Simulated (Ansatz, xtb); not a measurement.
**Relative energy of two structures of F2S**

Structure a: `FSF`, a singlet. Structure b: a triplet given by its coordinates. Both are isolated molecules in the gas phase, relaxed with B3LYP-D3(BJ)/6-311G**.

a (Å):

```xyz
3

F     0.7862   -1.0284   -0.2453
F     0.6107    1.4204    0.1981
S     1.2887    0.3926   -0.8753
```

b (Å):

| atom | x (Å) | y (Å) | z (Å) |
| --- | --- | --- | --- |
| F | 0.7548 | -0.9146 | -0.1906 |
| F | 0.5458 | 1.3466 | 0.2877 |
| S | 1.3849 | 0.3525 | -1.0196 |

Close contacts (Å): F1–S3 1.64, F2–S3 1.84.

**Question.** Estimate E(b) − E(a) at the level CCSD(T)/def2-TZVPP.

**Answer.** Calculated at CCSD(T)/def2-TZVPP: E(b) − E(a) = +215.0 kJ/mol, so structure a lies lower.

The same difference at several levels:

```
                level               geometry  E(b) − E(a) (kJ/mol)  departure from the last row (kJ/mol)  job, with rough time for the two
B3LYP-D3(BJ)/6-311G**  B3LYP-D3(BJ)/6-311G**                  +184.0                                 −31.0             optimisation, 1.9 min
        HF/def2-TZVPP  B3LYP-D3(BJ)/6-311G**                  +185.1                                 −30.0           part of the CCSD(T) run
       MP2/def2-TZVPP  B3LYP-D3(BJ)/6-311G**                  +226.5                                 +11.4           part of the CCSD(T) run
   CCSD(T)/def2-TZVPP  B3LYP-D3(BJ)/6-311G**                  +215.0                                                      single point, 73 s
```

The levels shown agree on the order. The largest departure from CCSD(T)/def2-TZVPP is that of B3LYP-D3(BJ)/6-311G**, 31.0 kJ/mol. Levels run at GFN2-xTB geometries aren't shown.

With harmonic frequencies from B3LYP-D3(BJ)/6-311G** (ideal gas, rigid rotor, one conformer each, 298.15 K, 1 atm): on the last row, ΔE + ΔZPE = +212.1, ΔH = +213.0, ΔG = +206.6 kJ/mol.

Open shells are spin-unrestricted. The correlated steps freeze 7 core orbitals. ΔG holds the spin degeneracy. Run with Ansatz 0.2.0; the last row on 1 thread of AMD EPYC (Zen 3) on a shared host.
